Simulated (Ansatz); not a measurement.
SiP⁺, quintet: the ladder up to full CI

Geometry: that of the SiP, quartet, kept fixed. The triplet lies 1.2 eV lower here.

```yaml
atoms:
  - { symbol: Si, position_ang: [0.0000, 0.0000, 0.0000] }
  - { symbol: P, position_ang: [0.0000, 0.0000, 2.3430] }
```

Basis 6-31G; Ansatz 0.2.0. Correlated methods freeze the noble-gas cores, which leaves 8 electrons in 16 orbitals. Prefix R: restricted or restricted open-shell reference; prefix U: unrestricted. Active spaces: valence = (8e, 8o) chosen from the atoms' valence shells.

Full CI is exact within this basis and frozen core; it isn't the basis-set limit. The frozen core follows each run's orbitals, which can shift R against U totals by a few meV.

For open shells CISD and CISDTQ are restricted-active-space CI with the open shells as a complete middle space.

```
UHF ⟨S²⟩                          : 6.023
T1 diagnostic (RCCSD)             : 0.0360
largest doubles amplitude (RCCSD) : 0.111
T1 diagnostic (UCCSD)             : 0.0276
```

| level | E − E(RHF) (eV) |
| --- | --- |
| UHF | -0.1141 |
| RMP2 | -1.1237 |
| UMP2 | -1.1264 |
| RCCSD | -1.6727 |
| UCCSD | -1.6755 |
| RCCSD(T) | -1.7039 |
| UCCSD(T) | -1.7055 |

**Question.** Estimate how far full CI in 6-31G lies from RCCSD(T). The table doesn't fix it; the size of (T) and the diagnostics are the guide.

**Answer.** Full CI in 6-31G lies 16 meV below RCCSD(T), which is 51 % of the (T) step (-31 meV). T1 is raised, and the rest is a large part of (T).

The other levels:

```json
{"level": "CISD", "E − E(full CI) (meV)": "72", "share of correlation (%)": "95.81", "wall time": "0.9 s"}
{"level": "BCCD(T)", "E − E(full CI) (meV)": "17", "share of correlation (%)": "98.98", "wall time": "0.84 s"}
{"level": "RCCSDT", "E − E(full CI) (meV)": "2", "share of correlation (%)": "99.88", "wall time": "–"}
{"level": "UCCSDT", "E − E(full CI) (meV)": "2", "share of correlation (%)": "99.90", "wall time": "–"}
{"level": "CISDTQ", "E − E(full CI) (meV)": "1", "share of correlation (%)": "99.96", "wall time": "6 s"}
{"level": "RCCSDT(Q)", "E − E(full CI) (meV)": "0", "share of correlation (%)": "99.97", "wall time": "2.9 s"}
{"level": "UCCSDT(Q)", "E − E(full CI) (meV)": "0", "share of correlation (%)": "100.00", "wall time": "2.7 s"}
{"level": "RCCSDTQ", "E − E(full CI) (meV)": "0", "share of correlation (%)": "99.99", "wall time": "18 s"}
{"level": "UCCSDTQ", "E − E(full CI) (meV)": "0", "share of correlation (%)": "100.01", "wall time": "18 s"}
{"level": "CASSCF (valence space)", "E − E(full CI) (meV)": "639", "share of correlation (%)": "62.84", "wall time": "–"}
{"level": "NEVPT2 (valence space)", "E − E(full CI) (meV)": "186", "share of correlation (%)": "89.21", "wall time": "1 s"}
{"level": "MRCISD (valence space)", "E − E(full CI) (meV)": "14", "share of correlation (%)": "99.19", "wall time": "–"}
{"level": "MRCISD+Q (valence space)", "E − E(full CI) (meV)": "2", "share of correlation (%)": "99.89", "wall time": "2 s"}
```

The correlation energy at full CI, counted from RHF, is -1.720 eV. That run took 5.5 s on 1 thread of Intel Xeon Platinum 8259CL, shared host over 240,128 determinants.

Times hold each run's SCF and search for its determinant on a shared host, so for small cases they say little of a method's own cost; they ran on 1 thread of Intel Xeon Platinum 8259CL.

The full-CI state has the irrep B2 of C2v, in the program's axes (one component, if the state is degenerate).

Natural occupations of full CI about the gap: 1.979 1.922 1.003 1.000 0.996 0.987 0.047 0.040 0.006 0.005; effectively unpaired electrons, Σ n²(2−n)², 4.04.
